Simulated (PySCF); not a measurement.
Species: P4.
SMILES: `p12p3p1p23`

Computed with PBE0-D3(BJ)/def2-SVP geometry optimisation, gas phase in PySCF.

Masses are those of the commonest isotopes; rigid-rotor values at the optimised geometry. 

**Question.** What are A, B and C (MHz)?

**Answer.** Ia = 150.00, Ib = 150.02, Ic = 150.12 u·Å²; 505379 MHz·u·Å²/I gives A = 3369, B = 3369, C = 3367 MHz.

**Question.** Classify the top.

**Answer.** A spherical top, as the point group Td requires three equal moments; the computed ones differ by 0.08 % because the geometry is symmetric only within the optimiser's tolerance.

The point group Td allows no dipole (computed: 0.00 D), so a rigid rotor has no electric-dipole lines.

**Question.** Estimate the classical rotational partition function at 25 K, 100 K and 500 K.

**Answer.** Point group Td, symmetry number σ = 12; q = (√π/σ)·√((kT/h)³/(ABC)), k/h = 20836.6 MHz/K: 284 at 25 K, 2270 at 100 K, 25400 at 500 K.

PBE0-D3(BJ)/def2-SVP frequencies: not computed here. Constants of a rigid frame at the computed geometry: no zero-point averaging, no centrifugal distortion.

Time: 11 s; peak memory 0.33 GiB. Hardware: one thread of an Arm Neoverse N1, shared host with 64 logical CPUs at a one-minute load of 37. These figures are those of the optimisation.
